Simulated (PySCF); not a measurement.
## From orbital energies to excitation energies

C₃H₅ClO.
Cartesian coordinates in Å at the PBE0-D3(BJ)/def2-SVP level; atoms count from 1:
```
atom  x, y, z in Å
Cl1   -1.7397    2.0520   -1.2359
C2    -0.8975    1.0810   -0.0152
C3     0.5455    0.6677   -0.3149
O4     0.2326   -0.7029   -0.0912
C5    -1.1617   -0.4267   -0.0083
H6    -1.0414    1.5767    0.9528
H7     0.8526    0.8755   -1.3551
H8     1.3166    1.0474    0.3764
H9    -1.7236   -0.7758   -0.8926
H10   -1.6248   -0.8381    0.9043
```

Method: TDDFT wB97X-D/def2-SVPD, vertical, gas phase, core orbitals frozen in the response in PySCF 2.14.0, density-fitted response routines.

Orbital energies (eV): HOMO-3 -12.02, HOMO-2 -10.55, HOMO-1 -10.52, HOMO -9.70, LUMO 2.15, LUMO+1 2.35, LUMO+2 2.76.

Computed singlets:

```csv
state,E (eV),f
S1,7.22,0.0007
S2,7.51,0.0008
S3,7.53,0.0029
S4,7.77,0.0054
S5,7.89,0.0063
S6,8.41,0.0025
S7,8.56,0.030
S8,8.60,0.052
S9,8.66,0.022
S10,8.91,0.011
```

Question: Assign a leading configuration to S2, S3, S5, S7 and S8 and set E beside the orbital difference Δε.

Answer: 

```json
{"state": "S2", "leading configuration": "HOMO-2→LUMO", "weight": "0.84", "Δε (eV)": "12.70", "E (eV)": "7.51", "E − Δε (eV)": "-5.18", "f": "0.0008", "other configurations": "–"}
{"state": "S3", "leading configuration": "HOMO-1→LUMO", "weight": "0.81", "Δε (eV)": "12.67", "E (eV)": "7.53", "E − Δε (eV)": "-5.14", "f": "0.0029", "other configurations": "–"}
{"state": "S5", "leading configuration": "HOMO→LUMO+1", "weight": "0.85", "Δε (eV)": "12.05", "E (eV)": "7.89", "E − Δε (eV)": "-4.16", "f": "0.0063", "other configurations": "–"}
{"state": "S7", "leading configuration": "HOMO-1→LUMO+1", "weight": "0.61", "Δε (eV)": "12.87", "E (eV)": "8.56", "E − Δε (eV)": "-4.31", "f": "0.030", "other configurations": "H-1→L+2 (18%)"}
{"state": "S8", "leading configuration": "HOMO-2→LUMO+1", "weight": "0.64", "Δε (eV)": "12.90", "E (eV)": "8.60", "E − Δε (eV)": "-4.30", "f": "0.052", "other configurations": "H-2→L+2 (21%)"}
```

E − Δε runs from -5.18 to -4.16 eV. By orbital difference alone the order would be S5, S3, S2, S7, S8.

H and L stand for HOMO and LUMO. The other states: S1 7.22 eV, f 0.0007, H→L (59%), H→L+2 (30%); S4 7.77 eV, f 0.0054, H→L+2 (39%), H→L (32%), H→L+4 (22%); S6 8.41 eV, f 0.0025, H→L+3 (89%); S9 8.66 eV, f 0.022, H→L+4 (54%), H→L+2 (19%), H-1→L+1 (9%); S10 8.91 eV, f 0.011, H-1→L+2 (42%), H-1→L+4 (13%), H-1→L+1 (12%).

Question: Pair triplets and singlets of the same leading configuration (75% or more in both) and give the splittings.

Answer: 

```json
{"configuration": "HOMO-2→LUMO", "triplet": "T2", "E(T) (eV)": "6.88", "singlet": "S2", "E(S) (eV)": "7.51", "E(S) − E(T) (eV)": "+0.63"}
```

The 4 triplets are Tamm–Dancoff values, the singlets full response.

Summed over the main configurations (up to three a state, each over 8%) of all 10 singlets, the electron leaves HOMO with weight 4.29, HOMO-1 with weight 2.35 and HOMO-2 with weight 1.69.

All these states lie below the vertical ionisation energy of 10.17 eV (ΔSCF).

The run took 60 s on one thread of an x86-64 server, on a shared host.

One conformer stands for the species.
